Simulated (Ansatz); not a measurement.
A nudged elastic band was laid between two geometries of C2H5O (8 atoms, charge 1, multiplicity 1).

Level of theory: RKS PBE/def2-SVP in Ansatz.

```yaml
movable_images: 7
climbing_image: yes
spring: 5.0 eV/Å²
optimiser: quadratic models (default)
start_path: through a guess of the saddle point
force_threshold: 0.05 eV/Å
iteration_limit: 60
end_points: relaxed
```

First end point:

```xyz
8
Properties=species:S:1:pos:R:3
C -0.342 0.645 -0.599
C 0.271 -0.208 0.396
O 0.025 -1.458 0.415
H -1.010 0.108 -1.296
H 0.472 1.189 -1.139
H -0.875 1.472 -0.067
H 0.966 0.210 1.158
H 0.491 -1.957 1.133
```

Last end point:

```xyz
8
Properties=species:S:1:pos:R:3
C -0.307 0.535 -0.528
C 0.421 -0.100 0.555
O 0.404 -1.335 0.858
H -0.935 -0.142 -1.137
H 0.430 1.083 -1.166
H -0.916 1.365 -0.090
H 1.079 0.490 1.228
H -0.176 -1.895 0.279
```

What changes between the two ends?

No bond is made or broken. The dihedral C1–C2–O3–H8 goes from -180 to 0°.

Give the energies along the band, and the barrier.

The forces met the threshold. The highest image is number 4 of 0 to 8, 21.6 kcal/mol above the first end and 21.0 kcal/mol above the last; the last end lies 0.6 kcal/mol above the first. A vibrational analysis at the climbing image gives one clearly imaginary mode, 1067i cm⁻¹: a first-order saddle point. Limits of this set-up: the dipole of an ion depends on the origin.

```json
{"image": "0", "path coordinate (Å)": "0.00", "energy (kcal/mol)": "0.0", "dihedral C1–C2–O3–H8 (°)": "-180"}
{"image": "1", "path coordinate (Å)": "0.21", "energy (kcal/mol)": "1.5", "dihedral C1–C2–O3–H8 (°)": "-173"}
{"image": "2", "path coordinate (Å)": "0.43", "energy (kcal/mol)": "7.2", "dihedral C1–C2–O3–H8 (°)": "-160"}
{"image": "3", "path coordinate (Å)": "0.64", "energy (kcal/mol)": "16.3", "dihedral C1–C2–O3–H8 (°)": "-136"}
{"image": "4", "path coordinate (Å)": "0.86", "energy (kcal/mol)": "21.6", "dihedral C1–C2–O3–H8 (°)": "-91"}
{"image": "5", "path coordinate (Å)": "1.09", "energy (kcal/mol)": "15.4", "dihedral C1–C2–O3–H8 (°)": "-41"}
{"image": "6", "path coordinate (Å)": "1.33", "energy (kcal/mol)": "6.2", "dihedral C1–C2–O3–H8 (°)": "-15"}
{"image": "7", "path coordinate (Å)": "1.56", "energy (kcal/mol)": "1.8", "dihedral C1–C2–O3–H8 (°)": "-3"}
{"image": "8", "path coordinate (Å)": "1.80", "energy (kcal/mol)": "0.6", "dihedral C1–C2–O3–H8 (°)": "0"}
```

What is the geometry of the highest image?


```xyz
8
Properties=species:S:1:pos:R:3
C -0.343 0.626 -0.567
C 0.388 -0.119 0.439
O 0.358 -1.374 0.542
H -1.036 0.021 -1.178
H 0.408 1.158 -1.206
H -0.854 1.481 -0.057
H 1.085 0.415 1.129
H -0.006 -2.209 0.899
```

What are the harmonic wavenumbers there?

1067i, 146, 274, 491, 704, 895, 1070, 1139, 1249, 1326, 1351, 1394, 1657, 2921, 2967, 3013, 3130, 3722 cm⁻¹.

Time of the run: 72 s on 1 thread of Intel(R) Xeon(R) 6975P-C (Granite Rapids), with other jobs on the host, peak memory 0.13 GiB.
